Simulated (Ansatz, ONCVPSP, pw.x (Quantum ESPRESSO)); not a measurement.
## molybdenum (bcc): variants of one ONCV potential in the solid

```
Element                 : Mo (Z = 42)
Generator               : ONCVPSP 4.0.1.1 (patched build)
Type                    : optimised norm-conserving Vanderbilt (ONCV)
Functional              : PBE
Relativity              : scalar-relativistic
Frozen core             : [Ar] 3d10
Valence charge          : 14
Reference configuration : 4s2 4p6 4d5 5s0.75 5p0.25
Partial waves           : 4s+5s: rc 1.95 bohr, ncon 4, nbas 7, qcut 7.2 1/bohr, 2 projectors; 4p+5p: rc 2.15 bohr, ncon 3, nbas 6, qcut 5.3 1/bohr, 2 projectors; 4d: rc 2.45 bohr, ncon 4, nbas 9, qcut 5.4 1/bohr, 2 projectors, debl 3.9 Ha
Local potential         : polynomial inside 1.45 bohr (lpopt 5, dvloc0 0 Ha)
Core correction         : Teter function fitted to the true core (icmod 2), fcfact 0.2
```

Crystal test: bcc Mo in pw.x 7.5, no spin, 15³ k-points, Fermi–Dirac smearing 0.01 Ry, cutoffs set for each file from its atomic test. The reference is all-electron LAPW (Ansatz 0.2.0) with the same functional, mesh and smearing; V0 and B0 come from Birch–Murnaghan fits to the pressures at five volumes. Errors are pseudo minus all-electron; Δ is the rms difference of the E(V) curves that follow from these fits, minima aligned, over ±6 % about the mean V0. Mesh and smearing are coarse, so the numbers serve the comparison and aren't converged zero-temperature values; the lattice is a test structure that the element need not adopt.

All-electron: a0 = 3.162 Å (V0 = 15.80 Å³/atom), B0 = 259.2 GPa.

Base: Atomic configuration tests: 1 of 4 tests not solved or not reliable.

| change | cutoffs (Ry) | pw.x | a0 (Å) | a0 error (%) | B0 error (%) | Δ (meV/atom) | mean pressure error (GPa) |
| --- | --- | --- | --- | --- | --- | --- | --- |
| base | 50/200 | converged | 3.171 | +0.30 | -0.9 | 8.1 | +2.37 |
| s: qcut 7.8; p: qcut 5.7; d: qcut 5.8 | 50/200 | converged | 3.169 | +0.24 | -0.6 | 6.3 | +1.86 |
| core correction Teter function, fcfact 5, rcfact 1.45 | 50/200 | converged | 3.171 | +0.30 | -0.8 | 8.1 | +2.38 |
| core correction Teter function fitted to the true core (icmod 2), fcfact 0.42 | 50/200 | converged | 3.171 | +0.30 | -0.9 | 8.1 | +2.38 |
| p: ncon 4, nbas 7 | 50/200 | converged | 3.171 | +0.30 | -0.8 | 7.9 | +2.33 |

(1) Give the row for: all radii but the core radius scaled by about 0.96 (s 1.86, p 2.06, d 2.34 bohr); local potential polynomial inside 1.38 bohr (lpopt 5, dvloc0 0 Ha).

## Answers

(1) pw.x: converged; mean pressure error (GPa): +1.78; a0 (Å): 3.169; a0 error (%): +0.23; B0 error (%): -0.6; Δ (meV/atom): 6.1.
